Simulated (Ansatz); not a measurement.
`O=CO` + `[CH3]`• → `O=[C]O`• + CH₄ at 500 K and 1 bar (hydrogen abstraction from a C–H bond).

Computed with Ansatz on PBE0-D4/def2-TZVP structures; ΔE is electronic, products minus reactants. CCSD(T)/CBS is frozen-core, at the limit of the def2 triple- and quadruple-zeta sets. Open shells (•) are unrestricted, without spin–orbit coupling. Each species was taken in one conformer, which may not be the lowest.

```json
{"species": "`O=CO`", "CCSD(T)/CBS energy (Eh)": "-189.59753", "H − E (kJ/mol)": "110.7", "S (J/(mol·K))": "274.8"}
{"species": "`[CH3]`•", "CCSD(T)/CBS energy (Eh)": "-39.77951", "H − E (kJ/mol)": "97.2", "S (J/(mol·K))": "216.4"}
{"species": "`O=[C]O`•", "CCSD(T)/CBS energy (Eh)": "-188.92668", "H − E (kJ/mol)": "75.6", "S (J/(mol·K))": "276.5"}
{"species": "CH₄", "CCSD(T)/CBS energy (Eh)": "-40.45885", "H − E (kJ/mol)": "135.6", "S (J/(mol·K))": "206.8"}
```

H − E and S are ideal-gas, rigid-rotor, harmonic terms from PBE0-D4/def2-TZVP, for one conformer and one mirror image of each species, with the whole ground term of open shells counted as degenerate. 1 Eh = 2625.50 kJ/mol, R = 8.31446 J/(mol·K).

Question: By hand: ΔE, ΔH, ΔS and ΔG.

Answer: ΔE = (-188.92668) + (-40.45885) − (-189.59753) − (-39.77951) = -0.00849 Eh = -22.3 kJ/mol. Δ(H − E) = 75.6 + 135.6 − 110.7 − 97.2 = 3.3, so ΔH = -19.0 kJ/mol. ΔS = 276.5 + 206.8 − 274.8 − 216.4 = -7.9 J/(mol·K). ΔG = -19.0 − 500 × (-7.9)/1000 = -15.1 kJ/mol.

Question: By hand: the equilibrium constant, and the temperature at which ΔG would vanish if ΔH and ΔS stayed fixed.

Answer: log₁₀ K = −ΔG/(RT ln 10) = 1.6. ΔG = 0 at ΔH/ΔS = 2405 K, though so small a ΔS makes that figure unsure.

The number of gas molecules stays the same, so ΔS is small and ΔH decides. A doubt of 5 kJ/mol in ΔE shifts log₁₀ K by 0.5 here. Other conformers and mirror images would add mixing entropy, several J/(mol·K) or more a flexible species. These are equilibria of isolated gas molecules and say nothing of rates. Largest T1 diagnostic: 0.022 (customary marks: 0.02 for closed shells, 0.045 for open ones).
